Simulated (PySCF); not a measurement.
**Choosing a basis for TDDFT**

C5H5F.
Geometry (PBE0-D3(BJ)/def2-SVP, Å), atoms numbered from 1 in this order:
```
atom  x, y, z in Å
C1     2.139   -0.085    1.499
C2     1.212    0.185    0.769
C3     0.100    0.494   -0.094
F4     0.250    1.667   -0.771
C5    -0.634   -0.589   -0.825
C6    -1.302    0.146    0.302
H7     2.963   -0.317    2.148
H8    -0.935   -0.334   -1.844
H9    -0.310   -1.621   -0.672
H10   -1.455   -0.364    1.256
H11   -2.054    0.895    0.042
```

TDDFT with PBE0 (PySCF), vertical singlets, core orbitals frozen in the response, spherical d and f functions. Isolated species at its PBE0-D3(BJ)/def2-SVP geometry, gas phase.

```json
{"basis": "6-31G*", "functions": "94", "diffuse": "no", "S1 (eV)": "5.95", "S2 (eV)": "6.77", "S3 (eV)": "7.16", "S4 (eV)": "8.04", "S5 (eV)": "8.33", "LUMO (eV)": "0.83", "α (au)": "46.3"}
{"basis": "def2-SVP", "functions": "109", "diffuse": "no", "S1 (eV)": "5.93", "S2 (eV)": "6.72", "S3 (eV)": "7.12", "S4 (eV)": "7.98", "S5 (eV)": "8.28", "LUMO (eV)": "0.50", "α (au)": "48.2"}
{"basis": "6-31+G*", "functions": "118", "diffuse": "yes", "S1 (eV)": "5.75", "S2 (eV)": "6.54", "S3 (eV)": "6.84", "S4 (eV)": "6.99", "S5 (eV)": "7.24", "LUMO (eV)": "0.11", "α (au)": "54.1"}
{"basis": "def2-SVPD", "functions": "163", "diffuse": "yes", "S1 (eV)": "5.80", "S2 (eV)": "6.59", "S3 (eV)": "7.02", "S4 (eV)": "7.24", "S5 (eV)": "7.86", "LUMO (eV)": "0.18", "α (au)": "57.2"}
{"basis": "aug-cc-pVDZ", "functions": "183", "diffuse": "yes", "S1 (eV)": "5.71", "S2 (eV)": "6.49", "S3 (eV)": "6.56", "S4 (eV)": "6.93", "S5 (eV)": "6.97", "LUMO (eV)": "-0.01", "α (au)": "58.8"}
{"basis": "def2-TZVP", "functions": "216", "diffuse": "no", "S1 (eV)": "5.78", "S2 (eV)": "6.57", "S3 (eV)": "7.00", "S4 (eV)": "7.78", "S5 (eV)": "7.93", "LUMO (eV)": "0.25", "α (au)": "55.4"}
{"basis": "def2-TZVPD", "functions": "270", "diffuse": "yes", "S1 (eV)": "5.73", "S2 (eV)": "6.51", "S3 (eV)": "6.85", "S4 (eV)": "6.95", "S5 (eV)": "7.39", "LUMO (eV)": "0.11", "α (au)": "58.9"}
```

Task: Compare the sets with the largest diffuse one.

Result: States are compared by their number. Against the largest diffuse basis here (def2-TZVPD, itself not a converged limit), sets without diffuse functions differ by up to 0.22 eV in S1 and 0.95 eV in S5; the smaller diffuse sets differ by up to 0.07 and 0.48 eV. State by state, the largest deviation of a set without diffuse functions is S1 0.22, S2 0.26, S3 0.31, S4 1.08, S5 0.95 eV. The same number needn't mean the same state in each row. Against def2-TZVPD the polarisability deviates by -21% in 6-31G*, -18% in def2-SVP, -8% in 6-31+G*, -3% in def2-SVPD, 0% in aug-cc-pVDZ, -6% in def2-TZVP. A single + in a Pople set puts diffuse functions on heavy atoms only.
